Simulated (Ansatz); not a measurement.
# CH₄BO+: single points off equilibrium

An exercise on one series of results from a longer session: the logs are not shown, and one member is left open.

Method: single points in def2-TZVPP; program: Ansatz 0.2.0, Gaussian basis.

Cores are frozen in the correlated methods.

## Where the work starts

SMILES `CB=[OH+]`, 7 atoms, charge 1, spin multiplicity 1.

Atoms are counted from 1 here; the program's logs count them from 0.

Bond lengths: C1–B2 1.444 Å, C1–H4 1.097 Å, C1–H5 1.190 Å, C1–H6 1.229 Å, B2–O3 1.273 Å, O3–H7 1.017 Å. Angles: B2–C1–H4 113.6°, B2–C1–H5 111.3°, B2–C1–H6 116.8°, H4–C1–H5 109.7°, H4–C1–H6 107.5°, H5–C1–H6 96.7°, C1–B2–O3 174.1°, B2–O3–H7 168.1°.

Geometry (Å):

```csv
atom,x (Å),y (Å),z (Å)
C1,-0.80140,0.46340,-0.19920
B2,0.42790,-0.24630,0.06770
O3,1.50860,-0.81840,0.42260
H4,-1.68320,-0.18770,-0.24350
H5,-0.72320,1.10080,-1.20160
H6,-1.07190,1.40200,0.54620
H7,2.29720,-1.43680,0.59320
```

The first run:

File run/in.yaml:

```yaml
crystal:
  periodic: [false, false, false]
  atoms:
    - {symbol: C, position_ang: [-0.801400, 0.463400, -0.199200]}
    - {symbol: B, position_ang: [0.427900, -0.246300, 0.067700]}
    - {symbol: O, position_ang: [1.508600, -0.818400, 0.422600]}
    - {symbol: H, position_ang: [-1.683200, -0.187700, -0.243500]}
    - {symbol: H, position_ang: [-0.723200, 1.100800, -1.201600]}
    - {symbol: H, position_ang: [-1.071900, 1.402000, 0.546200]}
    - {symbol: H, position_ang: [2.297200, -1.436800, 0.593200]}
basis:
  gaussian: {orbitals: def2-TZVPP}
total_charge: 1
correlation: {method: ccsd_t}
output: {forces: true}
```

No record of the launch command was kept for these runs.

Steps of the session up to this table: CCSD(T)/def2-TZVPP; PBE0-D4/def2-TZVPP; wB97M-V/def2-TZVPP; r2SCAN-D4/def2-TZVPP; PBE-D4/def2-TZVPP; HSE06-D4/def2-TZVPP; r2SCANh-D4/def2-TZVPP.

One of the session's tables, all rows but one given; the rest of the session is left out.

```
    method  RMS force component (eV/Å)  angle to CCSD(T) forces (°)
   CCSD(T)                       1.836                    reference
   PBE0-D4                       1.753                          3.9
   wB97M-V                           ?                            ?
 r2SCAN-D4                       1.675                          4.5
    PBE-D4                       1.553                          4.8
  HSE06-D4                       1.749                          3.9
r2SCANh-D4                       1.733                          4.4
```

Q: Estimate the row for wB97M-V from the others.

**Answer.** RMS force component (eV/Å): 1.770; angle to CCSD(T) forces (°): 3.0. In the column «RMS force component (eV/Å)» it lies between PBE0-D4 (1.753) and CCSD(T) (1.836).
